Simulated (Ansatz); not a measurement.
```yaml
crystal:
  periodic: [false, false, false]
  atoms:
    - {symbol: C, position_ang: [-0.125037, 0.295735, 0.349274]}
    - {symbol: C, position_ang: [0.728897, 0.776671, -0.619350]}
    - {symbol: C, position_ang: [-0.642546, -0.981011, 0.377991]}
    - {symbol: H, position_ang: [1.103764, 1.791260, -0.589017]}
    - {symbol: H, position_ang: [-0.391785, -1.700467, -0.393640]}
    - {symbol: H, position_ang: [-0.411674, 0.973889, 1.150207]}
    - {symbol: H, position_ang: [-1.310516, -1.302444, 1.166235]}
    - {symbol: H, position_ang: [1.048886, 0.146377, -1.441700]}
basis:
  gaussian: {orbitals: def2-mTZVP}
magnetization: {spin_polarized: true, initial_magnetization: 1}
hamiltonian: {xc: {name: SPW92}}
scf: {omitted_lower_state_checks: [starts]}
```

```sh
$ ansatz run in.yaml --threads 2 --pin off --events-out ev --progress --plain --max-ram 4352MiB
```

It prints (some lines left out):

```
Functional definition: SPW92
772 factors; their error is unknown
mean field evaluation 1: about -3150.5342 eV, gradient 4.6e1 eV
mean field evaluation 2: about -3137.7291 eV, gradient 6.6e1 eV
mean field evaluation 4: about -3160.7650 eV, gradient 6.0e0 eV
mean field evaluation 8: about -3160.8800 eV, gradient 6.5e-2 eV
mean field evaluation 16: about -3160.8800 eV, gradient 1.2e-5 eV
mean field -3160.88004217 eV, -116.1601990284 hartree, gradient 1.2e-5 eV, S^2 0.756774; 0 other end points of the search recorded, 0 dependent functions left out
reference -3160.88007593 eV, -116.1602002689 hartree; 12, 11 occupied and 60, 61 virtual orbitals, 772 factors
Total energy: -3160.88007593 eV, -116.1602002689 hartree
Checks for a lower state left out: starts
```

Hardware: 2 threads of Arm Neoverse N1 on a shared host. Wall time 0.85 s.
